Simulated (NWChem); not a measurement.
System: hydrogen sulfide (H$_{2}$S); SMILES S

Program: NWChem. Structure relaxed at the PBE-D3(BJ)/def2-SVP level. Level: M05-2X/def2-SVP with SMD (1 M gas to 1 M solution), gas-phase geometry.

### Question
Among these, which solvent gives the lowest value of “dipole in solution (D)”?
A. cyclohexanone
B. ethyl acetate
C. dichloromethane
D. cyclohexane

### Answer
D, cyclohexane. Values: cyclohexane 1.51; ethyl acetate 1.63; dichloromethane 1.65; cyclohexanone 1.67
